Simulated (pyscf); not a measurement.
F–SiH₃ + H₂O → HO–SiH₂–F + H₂ (four-centre exchange; singlet surface; H–Si, H–O broken, O–Si, H–H formed). Optimised with ωB97X-D3(BJ)/def2-SVP in PySCF. Rate constants from transition-state theory, ωB97M-D3(BJ)/def2-TZVP energies (ideal gas, 1 atm, RRHO with modes under 100 cm⁻¹ raised to 100, one conformer, R ln 2 for chiral ones without a mode under 150 cm⁻¹; no tunnelling), k in cm³ molecule⁻¹ s⁻¹.

| T (K) | 1000/T | log10 k |
|---|---|---|
| 298 | 3.354 | -33.21 |
| 600 | 1.667 | -22.85 |
| 900 | 1.111 | ? |
| 1200 | 0.833 | -17.31 |

Problem. Fit an Arrhenius line to the three values, give the activation energy, and predict k at 900 K.

Solution. Least squares gives log10 k = -12.20 − 6.28 × 1000/T, so Ea = 6.28 × ln 10 × 1.987 = 28.7 kcal/mol, against an electronic barrier of 28.2. At 900 K the line gives -19.18; the computed value is -19.24 (ΔG‡ = 56.0 kcal/mol), a factor 1.2 under the line, since the plot is curved. This is the saddle that the search found; another between the same sides may lie lower.
